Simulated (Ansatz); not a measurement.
# Cost against result

Saddle point of BSiNH8, singlet (BSiH₅ ([BH2][SiH3]) + NH₃ → BNH₄ ([BH2][NH2]) + SiH₄; bonds formed: Si2–H5; dative contacts that become bonds: B1–N6; bonds broken: B1–Si2, H5–N6), PBE0-D4/def2-TZVP structure:

```json
{"atom": "B1", "x (Å)": "-0.7059", "y (Å)": "-0.3957", "z (Å)": "-0.2639"}
{"atom": "Si2", "x (Å)": "1.3824", "y (Å)": "-0.4563", "z (Å)": "0.4124"}
{"atom": "H3", "x (Å)": "-1.1721", "y (Å)": "-1.0691", "z (Å)": "0.6147"}
{"atom": "H4", "x (Å)": "-0.5335", "y (Å)": "-0.9034", "z (Å)": "-1.3388"}
{"atom": "H5", "x (Å)": "0.0088", "y (Å)": "0.7280", "z (Å)": "0.0664"}
{"atom": "N6", "x (Å)": "-1.2474", "y (Å)": "1.0773", "z (Å)": "-0.3154"}
{"atom": "H7", "x (Å)": "2.4233", "y (Å)": "0.1490", "z (Å)": "-0.4675"}
{"atom": "H8", "x (Å)": "1.6807", "y (Å)": "-0.0447", "z (Å)": "1.8145"}
{"atom": "H9", "x (Å)": "1.4825", "y (Å)": "-1.9347", "z (Å)": "0.3195"}
{"atom": "H10", "x (Å)": "-1.3971", "y (Å)": "1.4932", "z (Å)": "-1.2183"}
{"atom": "H11", "x (Å)": "-1.9216", "y (Å)": "1.3565", "z (Å)": "0.3763"}
```

Barriers are electronic and count from the start structure reached by relaxing down the imaginary mode.

Computed with Ansatz 0.2.0 (basis: as named in each row); correlated methods freeze the cores. B3LYP uses VWN-RPA correlation. Extrapolation: Hartree–Fock as exp(−7.88 √X), correlation as X^−2.97.

Times are rough, for one single point on 2 threads of a shared host (Intel Xeon Platinum 8259CL).

The estimate by CCSD(T) at an estimated basis limit (MP2 extrapolated from triple and quadruple zeta, plus CCSD(T) − MP2 in triple zeta) is 1.826 eV.

| method | basis | time (s) | barrier (eV) | method less estimate |
| --- | --- | --- | --- | --- |
| HF | STO-3G | under 1 | 3.242 | 1.416 |
| PBE-D4 | STO-3G | 1 | 2.048 | 0.223 |
| SPW92 | def2-SVP | 1 | 1.469 | -0.357 |
| PBE0-D4 | def2-SVP | 1 | 1.763 | -0.063 |
| PBE-D4 | def2-SVP | 2 | 1.582 | -0.243 |
| B3LYP-D4 | 6-31G | 2 | 1.989 | 0.164 |
| SPW92 | def2-TZVPP | 3 | 1.431 | -0.395 |
| BLYP-D4 | def2-TZVPP | 4 | 1.632 | -0.193 |
| PBE-D4 | def2-TZVPP | 4 | 1.539 | -0.286 |
| CCSD(T) | def2-SVP | 4 | 2.026 | 0.200 |
| PBE0-D4 | def2-TZVPP | 4 | 1.698 | -0.127 |
| BHLYP-D4 | def2-TZVPP | 5 | 1.939 | 0.113 |
| B3LYP-D4 | def2-TZVPP | 6 | 1.750 | -0.075 |
| wB97M-V | def2-SVP | 6 | 1.850 | 0.024 |
| r2SCAN-D4 | def2-TZVPP | 6 | 1.642 | -0.183 |
| CAM-B3LYP-D4 | def2-TZVPP | 6 | 1.807 | -0.019 |
| r2SCAN0-D4 | def2-TZVPP | 8 | 1.754 | -0.072 |
| B2PLYP | def2-TZVPP | 8 | 1.795 | -0.030 |
| PBE-QIDH | def2-TZVPP | 10 | 1.816 | -0.010 |
| RPA on PBE | def2-TZVPP | 10 | 1.851 | 0.025 |
| B97M-V | def2-TZVPP | 10 | 1.776 | -0.050 |
| wB97M-V | def2-TZVPP | 12 | 1.793 | -0.032 |
| wB97X-V | def2-TZVPP | 13 | 1.817 | -0.008 |
| MP2 | def2-QZVPP | 40 | 1.776 | -0.049 |
| CCSD(T) | def2-TZVPP | 77 | 1.871 | 0.045 |

All methods are single points on the PBE0-D4 structures.

The T1 diagnostic stays at or below 0.013.

Labels in which every atom is bracketed show which atoms are joined, not bond orders.
